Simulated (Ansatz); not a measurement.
# BH3 (singlet): the correlation ladder at distance B1–H2 = 0.973 Å, cc-pVDZ

One table from this session's results is given with a row withheld; the runs are named, their logs left out.

The runs use Ansatz 0.2.0, Gaussian basis; cc-pVDZ, core rule «outside noble gas», up to 1 orbitals frozen.

To be run: UHF; CCSD(T) on RHF; BCCD(T) on RHF; CISD; CCSDT(Q) on RHF; CCSDTQ on RHF; CASSCF and MRCISD+Q, 2 electrons in 2 orbitals; CASSCF and NEVPT2, 2 electrons in 2 orbitals; Full CI.

18 further runs of the same task are left out: 4 for a known fault of the program, 10 that didn't finish, 4 set aside as unsound or not needed.

## The system

The geometry derives from a PBE0/def2-TZVP stationary point (not a proven minimum). One bond is set to the value named and the two fragments are kept rigid.

4 atoms, charge 0, spin multiplicity 1.

Atoms are counted from 1 here; the program's logs count them from 0.

Bond lengths: B1–H2 0.973 Å, B1–H3 1.193 Å, B1–H4 1.193 Å. Angles: H2–B1–H3 120.0°, H2–B1–H4 120.0°, H3–B1–H4 120.0°.

As a file:

```
atom    x (Å)    y (Å)    z (Å)
  B1   0.0161   0.0002   0.0000
  H2   0.9890   0.0121  -0.0002
  H3  -0.5932   1.0264  -0.0028
  H4  -0.5680  -1.0406   0.0031
```

Set-up of the first run:

Contents of in.yaml:

```yaml
crystal:
  periodic: [false, false, false]
  atoms:
    - {symbol: B, position_ang: [0.016061, 0.000196, -0.000003]}
    - {symbol: H, position_ang: [0.988988, 0.012062, -0.000214]}
    - {symbol: H, position_ang: [-0.593233, 1.026409, -0.002840]}
    - {symbol: H, position_ang: [-0.568021, -1.040572, 0.003092]}
basis:
  gaussian: {orbitals: cc-pVDZ}
magnetization: {spin_polarized: true, initial_magnetization: 0}
hamiltonian: {xc: hf}
output: {orbitals: {seedname: orbitals}}
```

On the command line:

```bash
$ ansatz run in.yaml --threads 1 --pin off --events-out ev --progress --plain --max-ram 2393MiB
```

Among the steps run: UHF; CCSD(T) on RHF; BCCD(T) on RHF; CISD; CCSDT(Q) on RHF; CCSDTQ on RHF; CASSCF and MRCISD+Q, 2 electrons in 2 orbitals; CASSCF and NEVPT2, 2 electrons in 2 orbitals; Full CI.

One table of the session follows, with a row left open; its other results are not shown here.

```
       method  from FCI (kJ/mol)
          RHF             +305.3
         RMP2              +66.3
         CISD              +13.1
        RCCSD               +4.6
     RCCSD(T)               +0.9
      BCCD(T)               +0.9
       RCCSDT                  ?
    RCCSDT(Q)                0.0
      RCCSDTQ                0.0
  CASSCF pair             +270.8
  NEVPT2 pair              +67.1
  MRCISD pair              +10.4
MRCISD+Q pair               -1.8
          FCI                  0
```

Q: Estimate the row for RCCSDT from the others.

**Answer.** from FCI (kJ/mol): +0.1. In the column «from FCI (kJ/mol)» it lies between FCI (0) and RCCSD(T) (+0.9).

Caveats from the session: MRCISD+Q pair falls below full CI: the +Q correction isn't variational, and the cores differ from full CI's.
